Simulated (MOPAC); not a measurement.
MOPAC input (PM3):

```
PM3 PRECISE GNORM=0.05 LET XYZ GEO-OK AUX(PRECISION=9) THREADS=1
C3H7Cl

C     0.89987723 1   -0.63980222 1    0.00820165 1
C     2.37731719 1   -0.24900855 1    0.01729122 1
C     0.00782472 1    0.58561474 1   -0.00172371 1
H     0.66398392 1   -1.24623472 1    0.88519130 1
H     0.67618002 1   -1.25155889 1   -0.86828578 1
H     3.01152601 1   -1.13632650 1    0.02439659 1
Cl   -1.74447778 1    0.13955873 1   -0.01255726 1
H     2.63841844 1    0.33933707 1   -0.86522713 1
H     2.62614223 1    0.34469621 1    0.89976719 1
H     0.15871891 1    1.20107121 1    0.88308760 1
H     0.17103800 1    1.19569335 1   -0.88807143 1
```

Output:

```
 *******************************************************************************
 **                                                                           **
 **                              MOPAC v23.2.5                                **
 **                                                                           **
 *******************************************************************************
 ** MOPAC's Digital Object Identifier: https://doi.org/10.5281/zenodo.6511958 **
 **                                                                           **
 ** Please cite the open-source release paper for use of this MOPAC version:  **
 ** J. E. Moussa and J. J. P. Stewart (2026)                                  **
 ** MOPAC: An open-source semiempirical molecular orbital program             **
 ** J. Open Source Softw., 11(119), 8025, https://doi.org/10.21105/joss.08025 **
 *******************************************************************************

                              PM3 CALCULATION RESULTS

 *******************************************************************************
 *  PM3        - The PM3 Hamiltonian to be used
 *  GEO-OK     - OVERRIDE INTERATOMIC DISTANCE AND OTHER SAFETY CHECKS
 *  LET        - OVERRIDE SOME SAFETY CHECKS
 *  PRECISE    - TIGHTER CRITERIA TO BE USED
 *  XYZ        - CARTESIAN COORDINATE SYSTEM TO BE USED
 *  GNORM      - EXIT WHEN GRADIENT NORM DROPS BELOW 0.050
 *  AUX        - OUTPUT AUXILIARY INFORMATION
 *******************************************************************************
PM3 PRECISE GNORM=0.05 LET XYZ GEO-OK AUX(PRECISION=9) THREADS=1
 C3H7Cl

   ATOM   CHEMICAL          X               Y               Z
  NUMBER   SYMBOL      (ANGSTROMS)     (ANGSTROMS)     (ANGSTROMS)

     1       C          0.89987723  *  -0.63980222  *   0.00820165  *
     2       C          2.37731719  *  -0.24900855  *   0.01729122  *
     3       C          0.00782472  *   0.58561474  *  -0.00172371  *
     4       H          0.66398392  *  -1.24623472  *   0.88519130  *
     5       H          0.67618002  *  -1.25155889  *  -0.86828578  *
     6       H          3.01152601  *  -1.13632650  *   0.02439659  *
     7      Cl         -1.74447778  *   0.13955873  *  -0.01255726  *
     8       H          2.63841844  *   0.33933707  *  -0.86522713  *
     9       H          2.62614223  *   0.34469621  *   0.89976719  *
    10       H          0.15871891  *   1.20107121  *   0.88308760  *
    11       H          0.17103800  *   1.19569335  *  -0.88807143  *

          CARTESIAN COORDINATES

    NO.       ATOM           X           Y           Z

     1         C          0.8999     -0.6398      0.0082
     2         C          2.3773     -0.2490      0.0173
     3         C          0.0078      0.5856     -0.0017
     4         H          0.6640     -1.2462      0.8852
     5         H          0.6762     -1.2516     -0.8683
     6         H          3.0115     -1.1363      0.0244
     7        Cl         -1.7445      0.1396     -0.0126
     8         H          2.6384      0.3393     -0.8652
     9         H          2.6261      0.3447      0.8998
    10         H          0.1587      1.2011      0.8831
    11         H          0.1710      1.1957     -0.8881

  H: (PM3): J. J. P. STEWART, J. COMP. CHEM. 10, 209 (1989).
  C: (PM3): J. J. P. STEWART, J. COMP. CHEM. 10, 209 (1989).
 Cl: (PM3): J. J. P. STEWART, J. COMP. CHEM. 10, 209 (1989).

           Empirical Formula: C3 H7 Cl  =    11 atoms

      MOLECULAR POINT GROUP   :   Cs

      RHF CALCULATION, NO. OF DOUBLY OCCUPIED LEVELS = 13

          Geometry optimization using EF

          DIAGONAL MATRIX USED AS START HESSIAN

 CYCLE:     1  GRAD.:    39.293 HEAT: -26.46239
 CYCLE:     2  GRAD.:   291.229 HEAT: -5.156580
 CYCLE:     3  GRAD.:    67.889 HEAT: -24.83801
 CYCLE:     4  GRAD.:   197.207 HEAT: -15.43489
 CYCLE:     5  GRAD.:   165.103 HEAT: -19.54201
 CYCLE:     6  GRAD.:   109.818 HEAT: -21.48904
 CYCLE:     7  GRAD.:   139.810 HEAT: -18.81622
 CYCLE:     8  GRAD.:   121.523 HEAT: -21.68837
 CYCLE:     9  GRAD.:   231.918 HEAT: -13.41633
 CYCLE:    10  GRAD.:   100.704 HEAT: -22.28831
 CYCLE:    11  GRAD.:   133.263 HEAT: -20.58731
 CYCLE:    12  GRAD.:   114.896 HEAT: -22.55642
 CYCLE:    13  GRAD.:   103.447 HEAT: -22.43053
 CYCLE:    14  GRAD.:    19.244 HEAT: -27.22050
 CYCLE:    15  GRAD.:    21.507 HEAT: -27.12502
 CYCLE:    16  GRAD.:     4.157 HEAT: -27.44025
 CYCLE:    17  GRAD.:     2.633 HEAT: -27.44693
 CYCLE:    18  GRAD.:     6.820 HEAT: -27.43872
 CYCLE:    19  GRAD.:     2.766 HEAT: -27.44608
 CYCLE:    20  GRAD.:     5.169 HEAT: -27.44364
 CYCLE:    21  GRAD.:     7.001 HEAT: -27.42722
 CYCLE:    22  GRAD.:     1.381 HEAT: -27.45076
 CYCLE:    23  GRAD.:     1.133 HEAT: -27.45156
 CYCLE:    24  GRAD.:     2.546 HEAT: -27.44985
 CYCLE:    25  GRAD.:     0.316 HEAT: -27.45197
 CYCLE:    26  GRAD.:     0.120 HEAT: -27.45202
 CYCLE:    27  GRAD.:     0.052 HEAT: -27.45203
 CYCLE:    28  GRAD.:     0.057 HEAT: -27.45204
 CYCLE:    29  GRAD.:     0.055 HEAT: -27.45205
 CYCLE:    30  GRAD.:     0.028 HEAT: -27.45205

     GRADIENT =  0.02760 IS LESS THAN CUTOFF =  0.05000

 -------------------------------------------------------------------------------
 PM3 PRECISE GNORM=0.05 LET XYZ GEO-OK AUX(PRECISION=9) THREADS=1
 C3H7Cl

     GEOMETRY OPTIMISED USING EIGENVECTOR FOLLOWING (EF).
     SCF FIELD WAS ACHIEVED

                              PM3 CALCULATION
                                                       MOPAC v23.2.5 Linux

          FINAL HEAT OF FORMATION =        -27.45205 KCAL/MOL =    -114.85939 KJ/MOL

          COSMO AREA              =        116.13 SQUARE ANGSTROMS
          COSMO VOLUME            =        101.96 CUBIC ANGSTROMS

          GRADIENT NORM           =          0.02760          =       0.00832 PER ATOM
          IONIZATION POTENTIAL    =         10.412884 EV
          HOMO LUMO ENERGIES (EV) =        -10.413  1.240
          NO. OF FILLED LEVELS    =         13
          MOLECULAR WEIGHT        =         78.5413         POINT GROUP:  Cs

          MOLECULAR DIMENSIONS (Angstroms)

            Atom       Atom       Distance
           Cl     7    H     6     4.84577
            H     5    H    10     2.89247
            H    11    H     4     2.80094

          SCF CALCULATIONS        =         31

   ATOM   CHEMICAL          X               Y               Z
  NUMBER   SYMBOL      (ANGSTROMS)     (ANGSTROMS)     (ANGSTROMS)

     1       C          0.88025760  *  -0.62265616  *   0.00800515  *
     2       C          2.34639792  *  -0.25364563  *   0.01709518  *
     3       C          0.00648583  *   0.61093697  *  -0.00182105  *
     4       H          0.63625610  *  -1.24678568  *   0.89038296  *
     5       H          0.64853447  *  -1.25212925  *  -0.87387736  *
     6       H          2.97977971  *  -1.14973603  *   0.02422667  *
     7      Cl         -1.70013260  *   0.10668304  *  -0.01214199  *
     8       H          2.62166258  *   0.33611574  *  -0.86746692  *
     9       H          2.60934527  *   0.34148797  *   0.90181324  *
    10       H          0.17707394  *   1.24376281  *   0.88710548  *
    11       H          0.18943662  *   1.23834697  *  -0.89209752  *

                             CARTESIAN COORDINATES

   1    C        0.880257603    -0.622656164     0.008005150
   2    C        2.346397923    -0.253645633     0.017095180
   3    C        0.006485828     0.610936974    -0.001821054
   4    H        0.636256098    -1.246785682     0.890382961
   5    H        0.648534470    -1.252129255    -0.873877362
   6    H        2.979779715    -1.149736026     0.024226669
   7   Cl       -1.700132602     0.106683040    -0.012141989
   8    H        2.621662579     0.336115744    -0.867466923
   9    H        2.609345275     0.341487967     0.901813236
  10    H        0.177073945     1.243762811     0.887105481
  11    H        0.189436617     1.238346975    -0.892097520

           Empirical Formula: C3 H7 Cl  =    11 atoms

      MOLECULAR POINT GROUP   :   Cs

                  EIGENVALUES
 -55.24932 -35.94977 -26.18132 -21.48048 -16.63460 -15.45443 -14.95585 -13.85207
 -12.83337 -12.76241 -11.96506 -10.51697 -10.41288   1.23960   3.31143   3.34324
   3.53973   3.75404   3.99275   4.03290   4.54176   4.60256   4.63788

              NET ATOMIC CHARGES AND DIPOLE CONTRIBUTIONS

  ATOM NO.   TYPE          CHARGE      No. of ELECS.   s-Pop       p-Pop
    1          C          -0.118300        4.1183     1.15982     2.95848
    2          C          -0.107728        4.1077     1.13726     2.97047
    3          C          -0.069121        4.0691     1.19027     2.87885
    4          H           0.062829        0.9372     0.93717
    5          H           0.062829        0.9372     0.93717
    6          H           0.043290        0.9567     0.95671
    7         Cl          -0.076893        7.0769     1.98246     5.09444
    8          H           0.039827        0.9602     0.96017
    9          H           0.039827        0.9602     0.96017
   10          H           0.061721        0.9383     0.93828
   11          H           0.061720        0.9383     0.93828
 DIPOLE           X         Y         Z       TOTAL
 POINT-CHG.     1.028     0.115     0.007     1.035
 HYBRID         0.491     0.174     0.003     0.521
 SUM            1.519     0.289     0.010     1.546

          ATOMIC ORBITAL ELECTRON POPULATIONS

     Atom    s        px        py        pz
    1  C   1.15982   0.95633   0.96761   1.03455
    2  C   1.13726   0.94869   1.01071   1.01107
    3  C   1.19027   0.87066   0.97846   1.02974
    4  H   0.93717
    5  H   0.93717
    6  H   0.95671
    7 Cl   1.98246   1.17427   1.92405   1.99612
    8  H   0.96017
    9  H   0.96017
   10  H   0.93828
   11  H   0.93828

 **********************
 *                    *
 * JOB ENDED NORMALLY *
 *                    *
 **********************

 == MOPAC DONE ==
```
